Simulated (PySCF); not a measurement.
C4H9O (doublet state).
SMILES with atom numbers: `[CH3:1][CH:2][O:3][CH2:4][CH3:5]` (hydrogens: H6, H7, H8 on C1; H9 on C2; H10, H11 on C4; H12, H13, H14 on C5)

Geometry (GFN2-xTB, Å), atoms numbered from 1 in this order:
```
atom  x, y, z in Å
C1    -2.481    0.208    0.340
C2    -1.180   -0.499    0.346
O3    -0.118    0.176   -0.200
C4     1.146   -0.419   -0.031
C5     2.195    0.479   -0.666
H6    -3.298   -0.505    0.229
H7    -2.657    0.767    1.267
H8    -2.504    0.913   -0.487
H9    -0.961   -1.251    1.090
H10    1.157   -1.414   -0.503
H11    1.353   -0.554    1.043
H12    1.990    0.597   -1.726
H13    3.182    0.042   -0.539
H14    2.177    1.461   -0.200
```

The hyperfine couplings belong to this conformer and change with its torsions.

Theory: UKS B3LYP, pcH-1 on C H O, non-relativistic, mean-field spin-orbit, GIAO in PySCF. Geometry: GFN2-xTB, one conformer, isolated molecule. Couplings are sensitive to structure, and on GFN2-xTB geometries they can be far from those on DFT ones. No stability test was run, so a lower SCF solution isn't excluded.

The Mulliken spin populations are largest on C2 (+0.90), O3 (+0.11) and C1 (-0.07). C2 is the only atom above +0.15. The positive populations add up to 1.12 and the negative ones to -0.12, together 2S = 1. The angles at C2 add up to 354.6°, so it is nearly planar; its axial dipolar tensor and the negative coupling of its proton fit spin in a p orbital normal to that plane.

(1) List the C–H protons on four-coordinate carbons next to a three-coordinate spin centre, with their couplings and θ (C–H bond against the normal to the plane of the centre's neighbours, projected along the bond that joins the two).

(2) What would the freely rotating methyl group on C1 show?

Answers

(1) 
```csv
β H,on,centre,θ (°),cos²θ,a (G)
H6,C1,C2,46,0.49,+17.74
H7,C1,C2,14,0.94,+44.81
H8,C1,C2,75,0.07,+4.42
```

Fitting the Heller–McConnell form a = ρ(B0 + B2 cos²θ), with Mulliken ρ = 0.90, gives B0 = -1.1 G and B2 = 52.0 G, with a largest miss of 4.0 G. By this fit the coupling would be 45.8 G at θ = 0° and -1.0 G at 90°.

(2) Three equal couplings, a 1:3:3:1 quartet. The mean of the three values of this geometry estimates the splitting: 22.3 G, or 62.6 MHz (three bonds 120° apart have a mean cos²θ of 1/2 at any torsion).

Couplings in gauss use g_iso = 2.0032.
